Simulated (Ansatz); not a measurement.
```yaml
crystal:
  periodic: [false, false, false]
  atoms:
    - {symbol: Ge, position_ang: [0.000000, 0.000000, 0.000000]}
    - {symbol: Cl, position_ang: [0.000000, 0.000000, 2.064600]}
basis:
  gaussian: {orbitals: def2-TZVP}
total_charge: 1
magnetization: {spin_polarized: true, initial_magnetization: 2}
hamiltonian: {xc: pbe0}
relax: {f_tol: 0.004, max_steps: 80}
```

```sh
$ ansatz run in.yaml --threads 1 --pin off --events-out ev --progress --plain --max-ram 2176MiB
```

Steps of the relaxation (energy above the last step; positions in Å, forces in eV/Å):

```
2
step 1, 20.9 meV
Ge    0.000    0.000    0.000    0.000    0.000   -0.796
Cl    0.000    0.000    2.065    0.000    0.000    0.796
```

```
2
step 2, 1.2 meV
Ge    0.000    0.000   -0.021    0.000    0.000   -0.172
Cl    0.000    0.000    2.086    0.000    0.000    0.172
```

```
2
step 3, 0.0 meV
Ge    0.000    0.000   -0.027    0.000    0.000   -0.032
Cl    0.000    0.000    2.091    0.000    0.000    0.032
```

```
2
step 4, 0.0 meV
Ge    0.000    0.000   -0.028    0.000    0.000    0.006
Cl    0.000    0.000    2.093    0.000    0.000   -0.006
```

```
2
step 5, 0.0 meV
Ge    0.000    0.000   -0.028    0.000    0.000    0.000
Cl    0.000    0.000    2.093    0.000    0.000    0.000
```

Close pairs at the end: Ge1–Cl2 2.121 Å.

A stationary point of unrestricted PBE0 after 5 steps, with ⟨S²⟩ = 2.007 against 2.00 for a pure state. 11 s on 1 thread of Intel Xeon 6975P-C, shared host.
